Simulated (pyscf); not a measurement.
Single points on ωB97X-D3(BJ)/def2-SVP structures (PySCF, gas phase). Correlated levels are frozen-core, on RHF or UHF. ΔMP2 is the change of the MP2 total energy from the triple- to the quadruple-zeta basis.

SMILES: [LiH]
```xyz
2

Li     0.2522    -0.2339     0.6637
H     -0.7431     0.5093     1.6623
```
Charge 0, spin multiplicity 1.

Question: How much does it cost (ΔH, 298 K, CCSD(T)/def2-TZVPP + ΔMP2(QZVPP)) to split LiH (SMILES [LiH]) at its H–Li bond into Li• + H•?

Answer: H–Li to Li• + H•: 56.5 kcal/mol. The CCSD(T) − MP2 part came from Ansatz, without density fitting, on the same reference. The frozen core leaves the outer d or s,p core shells of the metals and heavy elements correlated in the MP2 and CC values, and def2-TZVPP describes them poorly, which can shift differences by a few kcal/mol.
